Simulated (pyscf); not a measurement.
methanol (H₃C–OH) + C⁻≡CH -> formaldehyde (H₂C=O) + HC⁻=CH₂ (concerted two-bond exchange; singlet surface; C–H, H–O broken, C–H, C–H formed). Optimised with ωB97X-D3(BJ)/def2-SVPD in PySCF. MP2 and CC: frozen core, UHF for open shells. ΔMP2 is the change of the MP2 total energy from the triple- to the quadruple-zeta basis. Energies in kJ/mol from the separated reactants.

| level | barrier | reaction energy |
|---|---|---|
| PBE/def2-TZVPD | -18.0 | +30.5 |
| B3LYP-D3(BJ)/def2-TZVPD | 25.4 | +38.3 |
| PBE0-D3(BJ)/def2-TZVPD | 21.5 | +40.0 |
| ωB97M-D3(BJ)/def2-TZVPD | 70.2 | +46.9 |
| HF/def2-TZVPD | 166.5 | +51.3 |
| CCSD/def2-TZVPPD | 89.1 | +52.3 |
| CCSD(T)/def2-TZVPPD + ΔMP2(QZVPPD) | … | … |

Problem. Fill in the missing entries.

Solution. 
- CCSD(T)/def2-TZVPPD + ΔMP2(QZVPPD), barrier: 67.5
- CCSD(T)/def2-TZVPPD + ΔMP2(QZVPPD), reaction energy: +52.6

On the reactant side the descent ends in a bound adduct, 88.0 kJ/mol under the separated species and 155.5 kJ/mol under the saddle at ωB97X-D3(BJ)/def2-TZVPD. On the product side the descent ends in a bound adduct, 52.6 kJ/mol under the separated species and 77.1 kJ/mol under the saddle at ωB97X-D3(BJ)/def2-TZVPD. At PBE the saddle lies under the separated reactants, which points to a path from their complex (located at ωB97X-D3(BJ) alone). At PBE, B3LYP-D3(BJ), PBE0-D3(BJ) the saddle lies under the separated products, which points to a path from their complex (located at ωB97X-D3(BJ) alone), and parting the products costs more than the saddle. This is the saddle that the search found; another between the same sides may lie lower. The CCSD(T) − MP2 part came from Ansatz, without density fitting, on the same reference.
